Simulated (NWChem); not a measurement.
All runs are NWChem calculations. System: Be, charge 0, spin multiplicity 1. Level: CCSDT/STO-3G, 1 core orbitals frozen.

NWChem printed:

```
             Northwest Computational Chemistry Package (NWChem) 7.3.0
             --------------------------------------------------------

                                NWChem Input Module
                                -------------------

 Scaling coordinates for geometry "geometry" by  1.889725989
 (inverse scale =  0.529177249)

                             Geometry "geometry" -> ""
                             -------------------------

 Output coordinates in angstroms (scale by  1.889725989 to convert to a.u.)

  No.       Tag          Charge          X              Y              Z
 ---- ---------------- ---------- -------------- -------------- --------------
    1 Be                   4.0000     0.00000000     0.00000000     0.00000000

 Effective nuclear repulsion energy (a.u.)       0.0000000000

            Nuclear Dipole moment (a.u.)
            ----------------------------
        X                 Y               Z
 ---------------- ---------------- ----------------
     0.0000000000     0.0000000000     0.0000000000

      Symmetry information
      --------------------

 Group name             D2h
 Group number             26
 Group order               8
 No. of unique centers     1

      Symmetry unique atoms

     1


 Summary of "ao basis" -> "" (spherical)
 ------------------------------------------------------------------------------
       Tag                 Description            Shells   Functions and Types
 ---------------- ------------------------------  ------  ---------------------
 *                           sto-3g                   on all atoms

 Summary of "ao basis" -> "ao basis" (spherical)
 ------------------------------------------------------------------------------
       Tag                 Description            Shells   Functions and Types
 ---------------- ------------------------------  ------  ---------------------
 Be                          sto-3g                  3        5   2s1p

                                 NWChem SCF Module
                                 -----------------

  ao basis        = "ao basis"
  functions       =     5
  atoms           =     1
  closed shells   =     2
  open shells     =     0
  charge          =   0.00
  wavefunction    = RHF
  use symmetry    = T
  symmetry adapt  = T

 Summary of "ao basis" -> "ao basis" (spherical)
 ------------------------------------------------------------------------------
       Tag                 Description            Shells   Functions and Types
 ---------------- ------------------------------  ------  ---------------------
 Be                          sto-3g                  3        5   2s1p

      Symmetry analysis of basis
      --------------------------

        ag          2
        au          0
        b1g         0
        b1u         1
        b2g         0
        b2u         1
        b3g         0
        b3u         1

 Forming initial guess at       0.0s

      Superposition of Atomic Density Guess
      -------------------------------------

 Sum of atomic energies:         -14.35188048

      Non-variational initial energy
      ------------------------------

 Total energy =     -14.351880
 1-e energy   =     -19.227701
 2-e energy   =       4.875821
 HOMO         =      -0.254038
 LUMO         =       0.221086

      Symmetry analysis of molecular orbitals - initial
      -------------------------------------------------

  Numbering of irreducible representations:

     1 ag          2 au          3 b1g         4 b1u         5 b2g
     6 b2u         7 b3g         8 b3u

  Orbital symmetries:

     1 ag          2 ag          3 b3u         4 b1u         5 b2u

 Starting SCF solution at       0.0s

 ----------------------------------------------
         Quadratically convergent ROHF

 Convergence threshold     :          1.000E-07
 Maximum no. of iterations :          100
 Final Fock-matrix accuracy:          1.000E-09
 ----------------------------------------------

              iter       energy          gnorm     gmax       time
             ----- ------------------- --------- --------- --------
                 1      -14.3518804762  0.00D+00  0.00D+00      0.0

       Final RHF  results
       ------------------

         Total SCF energy =    -14.351880476200
      One-electron energy =    -19.227701351743
      Two-electron energy =      4.875820875544
 Nuclear repulsion energy =      0.000000000000

        Time for solution =      0.0s

       Symmetry analysis of molecular orbitals - final
       -----------------------------------------------

  Numbering of irreducible representations:

     1 ag          2 au          3 b1g         4 b1u         5 b2g
     6 b2u         7 b3g         8 b3u

  Orbital symmetries:

     1 ag          2 ag          3 b3u         4 b1u         5 b2u

             Final eigenvalues
             -----------------

              1
    1   -4.4840
    2   -0.2540
    3    0.2211
    4    0.2211
    5    0.2211

                       ROHF Final Molecular Orbital Analysis
                       -------------------------------------

 Vector    2  Occ=2.000000D+00  E=-2.540377D-01  Symmetry=ag
              MO Center= -3.7D-16,  0.0D+00,  0.0D+00, r^2= 1.7D+00
   Bfn.  Coefficient  Atom+Function         Bfn.  Coefficient  Atom+Function
  ----- ------------  ---------------      ----- ------------  ---------------
     2      1.035147  1 Be s                  1     -0.293881  1 Be s

 Vector    3  Occ=0.000000D+00  E= 2.210860D-01  Symmetry=b3u
              MO Center=  3.7D-16,  0.0D+00,  0.0D+00, r^2= 1.6D+00
   Bfn.  Coefficient  Atom+Function         Bfn.  Coefficient  Atom+Function
  ----- ------------  ---------------      ----- ------------  ---------------
     3      1.000000  1 Be px

 Vector    4  Occ=0.000000D+00  E= 2.210860D-01  Symmetry=b1u
              MO Center=  0.0D+00,  0.0D+00,  0.0D+00, r^2= 1.6D+00
   Bfn.  Coefficient  Atom+Function         Bfn.  Coefficient  Atom+Function
  ----- ------------  ---------------      ----- ------------  ---------------
     5      1.000000  1 Be pz

 Vector    5  Occ=0.000000D+00  E= 2.210860D-01  Symmetry=b2u
              MO Center=  0.0D+00,  0.0D+00,  0.0D+00, r^2= 1.6D+00
   Bfn.  Coefficient  Atom+Function         Bfn.  Coefficient  Atom+Function
  ----- ------------  ---------------      ----- ------------  ---------------
     4      1.000000  1 Be py

 center of mass
 --------------
 x =   0.00000000 y =   0.00000000 z =   0.00000000

 moments of inertia (a.u.)
 ------------------
           0.000000000000           0.000000000000           0.000000000000
           0.000000000000           0.000000000000           0.000000000000
           0.000000000000           0.000000000000           0.000000000000

  Mulliken analysis of the total density
  --------------------------------------

    Atom       Charge   Shell Charges
 -----------   ------   -------------------------------------------------------
    1 Be   4     4.00   2.00  2.00  0.00

       Multipole analysis of the density wrt the origin
       ------------------------------------------------

     L   x y z        total         open         nuclear
     -   - - -        -----         ----         -------
     0   0 0 0     -0.000000      0.000000      4.000000

     1   1 0 0      0.000000      0.000000      0.000000
     1   0 1 0      0.000000      0.000000      0.000000
     1   0 0 1      0.000000      0.000000      0.000000

     2   2 0 0     -4.121901      0.000000      0.000000
     2   1 1 0      0.000000      0.000000      0.000000
     2   1 0 1      0.000000      0.000000      0.000000
     2   0 2 0     -4.121901      0.000000      0.000000
     2   0 1 1      0.000000      0.000000      0.000000
     2   0 0 2     -4.121901      0.000000      0.000000

                   NWChem Extensible Many-Electron Theory Module
                   ---------------------------------------------


            General Information
            -------------------
      Number of processors :     1
         Wavefunction type : Restricted Hartree-Fock
          No. of electrons :     4
           Alpha electrons :     2
            Beta electrons :     2
           No. of orbitals :    10
            Alpha orbitals :     5
             Beta orbitals :     5
        Alpha frozen cores :     1
         Beta frozen cores :     1
     Alpha frozen virtuals :     0
      Beta frozen virtuals :     0
         Spin multiplicity : singlet
    Number of AO functions :     5
       Number of AO shells :     3
        Use of symmetry is : on
      Symmetry adaption is : on
         Schwarz screening : 0.10D-09

          Correlation Information
          -----------------------
          Calculation type : Coupled-cluster singles, doubles, & triples
   Perturbative correction : none
            Max iterations :      100
        Residual threshold : 0.10D-05
     T(0) DIIS level shift : 0.00D+00
     L(0) DIIS level shift : 0.00D+00
     T(1) DIIS level shift : 0.00D+00
     L(1) DIIS level shift : 0.00D+00
     T(R) DIIS level shift : 0.00D+00
     T(I) DIIS level shift : 0.00D+00
   CC-T/L Amplitude update :  5-th order DIIS
                I/O scheme : Global Array Library
        L-threshold :  0.10D-05
        EOM-threshold :  0.10D-05
 no EOMCCSD initial starts read in
 TCE RESTART OPTIONS
 SLICE:      F
 D4D5:       F
 quantumc:   F
 qrotation:  F
 pwtce:      F
 qducc:      F
 nacto:                         0
 nrotv:                         0
 nrot:                          0

            Memory Information
            ------------------
          Available GA space size is     249036775 doubles
          Available MA space size is     104857012 doubles

 Maximum block size supplied by input
 Maximum block size        24 doubles

 tile_dim =      1

 -------------------------------------------------

 Global array virtual files algorithm will be used

 Parallel file system coherency ......... OK

 4-electron integrals stored in orbital form

 v2    file size   =               16
 4-index algorithm nr.  13 is used
 imaxsize =       30
 imaxsize ichop =        0
 IN MAPPING 1 for UCC(4),CCSDT,CCSDTQ


 CCSDT iterations
 --------------------------------------------------------
 Iter          Residuum       Correlation     Cpu    Wall
 --------------------------------------------------------
    1   0.0852041538317  -0.0237910664889     0.0     0.0
    2   0.0449411387718  -0.0372729136854     0.0     0.0
    3   0.0227303904863  -0.0443839468746     0.0     0.0
    4   0.0112404753039  -0.0479805749435     0.0     0.0
    5   0.0054949786798  -0.0497591545508     0.0     0.0
    6   0.0001505350030  -0.0514942317886     0.0     0.0
    7   0.0000727622913  -0.0514704126458     0.0     0.0
    8   0.0000351729378  -0.0514588994737     0.0     0.0
    9   0.0000170030593  -0.0514533340622     0.0     0.0
   10   0.0000082196495  -0.0514506436694     0.0     0.0
   11   0.0000000023250  -0.0514481266439     0.0     0.0
 --------------------------------------------------------
 Iterations converged
 CCSDT correlation energy / hartree =        -0.051448126643927
 CCSDT total energy / hartree       =       -14.403328602843450

 Singles contributions

 Doubles contributions
     4b1u (alpha)     4b1u (beta ) ---     2ag  (alpha)     2ag  (beta )       -0.1975530142
     5b2u (alpha)     5b2u (beta ) ---     2ag  (alpha)     2ag  (beta )       -0.1975530142
     3b3u (alpha)     3b3u (beta ) ---     2ag  (alpha)     2ag  (beta )       -0.1975530142

 Task  times  cpu:        0.3s     wall:        0.3s

 Total times  cpu:        0.3s     wall:        0.3s
```

### Question
Write an NWChem input that would produce this output.

### Answer
One answer among several that fit: 
```
start mol
memory heap 100 mb stack 700 mb global 1900 mb
geometry units angstroms nocenter noautoz
  Be     0.000000     0.000000     0.000000
  symmetry group D2h
end
basis spherical
  * library sto-3g
end
scf
  rhf
  nopen 0
  maxiter 100
  thresh 1e-7
  semidirect memsize 60000000 filesize 0
end
tce
  freeze core 1
  ccsdt
  2eorb
  2emet 13
  thresh 1e-6
  maxiter 100
  tilesize 24
end
task tce energy
```
